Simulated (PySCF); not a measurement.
B3LYP has the VWN-RPA correlation part, as in Gaussian. Excitations are Tamm–Dancoff values on a coarser integration grid. The basis has no diffuse functions, so Rydberg states are missing or too high.

Cartesian coordinates (Å):
SMILES: F[Si](F)(F)F
```xyz
5

F      1.5005    -0.2903     0.3475
Si     0.0000     0.0000     0.0000
F     -0.1100     1.3858    -0.7239
F     -0.5454    -1.1268    -0.9431
F     -0.8452     0.0313     1.3196
```
Charge 0, multiplicity 1.

### Question
Give the HOMO–LUMO gap, S1 excitation (TDA) and brightest of the four lowest singlets (TDA) at the level PySCF with B3LYP-D3(BJ)/def2-TZVP.

### Answer

```yaml
HOMO–LUMO gap: 12.50 eV
S1 excitation (TDA): 11.07 eV
brightest of the four lowest singlets (TDA): 12.30 eV
```
